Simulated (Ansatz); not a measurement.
Results of PBEsol in Ansatz (PAW) for cuprite Ag₂O.

Run with plane-wave cutoff 520 eV, 8×8×8 k mesh, Fermi–Dirac smearing 0.01 eV, no spin polarisation, scalar-relativistic PAW data made under PBE.

Energies at three volumes about the minimum:

| V (Å³/atom) | E − E_lowest (meV/atom) |
|---|---|
| 17.031 | 1.96 |
| 17.378 | 0.00 |
| 17.726 | 1.85 |

Problem. Fit a parabola by hand: where is the minimum, what lattice constant follows, and what is the bulk modulus?

Solution. Slopes: (0.00 − 1.96)/(17.378 − 17.031) = -5.648 and (1.85 − 0.00)/(17.726 − 17.378) = 5.316 meV/Å³. Curvature E″ = 2 × (5.316 − (-5.648))/(17.726 − 17.031) = 31.551 meV/Å⁶. From the middle of the first interval, the slope vanishes at V0 = 17.2045 − (-5.648)/31.551 = 17.384 Å³/atom. B = V0 E″ = 17.384 × 31.551 meV/Å³ × 0.1602 GPa per meV/Å³ = 87.9 GPa. With 6 atoms in the cube, a = (6 × 17.384)^(1/3) = 4.707 Å. The full Birch–Murnaghan fit to all volumes gives V0 = 17.376 Å³/atom and B0 = 87.7 GPa.

Measured, for comparison: lattice constant a 4.745 Å (15 K, no zero-point or thermal correction; as tabulated in Gupta et al. (2014), arXiv:1311.4701).

Note: this level leaves the solid without a gap, although one is measured.

Ansatz is a quantum-chemistry and plane-wave program.
